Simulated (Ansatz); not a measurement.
## How far each method lies from UCCSDT(Q) for Ga–C–GaH, quartet

Geometry: a PBE0/def2-TZVP stationary point for this spin, not checked as a minimum.

```tsv
atom	x (Å)	y (Å)	z (Å)
Ga	0.0000	-0.3116	2.6806
C	0.0001	-0.4142	0.6623
Ga	0.0000	-0.3728	-1.3382
H	0.0000	1.0986	-2.0048
```

Basis cc-pVDZ; Ansatz 0.2.0. Only valence electrons are correlated (noble-gas cores and the filled d shells of p-block atoms frozen), which leaves 11 electrons in 44 orbitals. R marks a restricted (for open shells ROHF) determinant, U an unrestricted one. No spin–orbit coupling is included, and no scalar relativity.

Full CI isn't at hand for all of this; UCCSDT(Q) serves as the reference, and is uncertain by about the last step of the cluster series.

```
UHF ⟨S²⟩                          : 3.779
T1 diagnostic (RCCSD)             : 0.0299
largest doubles amplitude (RCCSD) : 0.043
T1 diagnostic (UCCSD)             : 0.0268
```

**Question.** From what is known of these methods and the diagnostics, rank them by the size of their error in total energy against UCCSDT(Q) in cc-pVDZ, smallest first (an estimate: the text doesn't fix the numbers).
A. UCCSD
B. UHF
C. UMP2
D. UCCSD(T)
E. UCCSDT

**Answer.** E (0.34 kcal/mol), D (1.35 kcal/mol), A (5.53 kcal/mol), C (30.87 kcal/mol), B (135.16 kcal/mol).

All errors are against UCCSDT(Q) in cc-pVDZ. Within each family the higher level lies nearer, as is usual though not guaranteed.
